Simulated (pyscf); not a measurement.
PySCF, gas phase, ωB97X-D3(BJ)/def2-SVP geometries.

Q: PBE/def2-TZVP puts the barrier of H₃C–CH₃ + HO–SiH₂–O–SiH₃ -> H₃C–CH₂–O–SiH₃ + HO–SiH₃ (four-centre exchange; singlet surface; C–H, O–Si broken, C–O, H–Si formed) at 4.36 eV and the reaction energy at +2.09 eV, from the separated reactants. What do r²SCAN/def2-TZVP, M06-2X/def2-TZVP, ωB97M-D3(BJ)/def2-TZVP give on the same structures?

A: r²SCAN: ΔE‡ = 4.55 eV, ΔE = +2.21 eV; M06-2X: ΔE‡ = 4.97 eV, ΔE = +2.23 eV; ωB97M-D3(BJ): ΔE‡ = 4.80 eV, ΔE = +2.20 eV. PBE's barrier lies under all of them, by 0.19 to 0.60 eV. Its reaction energy lies under all of them, by 0.11 to 0.15 eV. On the product side the descent ends in a complex (not fully relaxed), 0.20 eV under the separated species and 2.85 eV under the saddle at ωB97X-D3(BJ)/def2-TZVP. The same reactants have a lower exit, to CH₃• + CH₃• + HO–SiH₂–O–SiH₃ (no saddle counted: cutting one bond costs +4.25 eV at ωB97M-D3(BJ), against +4.80 eV here). H₃C–CH₂–O–SiH₃ lies 0.79 eV over its isomer H₃C–CH₂–SiH₂–OH (electronic energy, ωB97M-D3(BJ)). This is the saddle that the search found; another between the same sides may lie lower.
